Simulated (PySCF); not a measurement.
## Working out the ionisation energy of Mg

Mg [Ne] 3s2 (1S) → Mg⁺ [Ne] 3s1 (2S). Computed with PySCF 2.14 in ANO-RCC-VTZP, with the spin-free X2C one-electron Hamiltonian (Gaussian nucleus). Frozen: 1s2. Energies in hartree (1 hartree = 27.21139 eV):

```csv
part,Mg (lower),Mg⁺ (upper)
UHF,-199.920104,-199.676792
MP2 opposite-spin,-0.193763,-0.171242
MP2 same-spin,-0.067247,-0.065513
```

Task: What does Hartree-Fock give?

Result: (-199.676792) − (-199.920104) = 0.243312 hartree = 6.621 eV.

Task: What do MP2 and SCS-MP2 (6/5 opposite-spin, 1/3 same-spin) give?

Result: The opposite-spin parts differ by 0.613 eV and the same-spin parts by 0.047 eV. MP2: 6.621 + (0.613) + (0.047) = 7.281 eV. SCS-MP2: 6.621 + 1.2 × (0.613) + (0.047)/3 = 7.372 eV.

Measured between the centres of the two terms (NIST): 7.646 eV, so MP2 (valence and next inner shell) is off by -0.365 eV.

What remains against the reference includes basis incompleteness, the frozen core and correlation beyond second order.
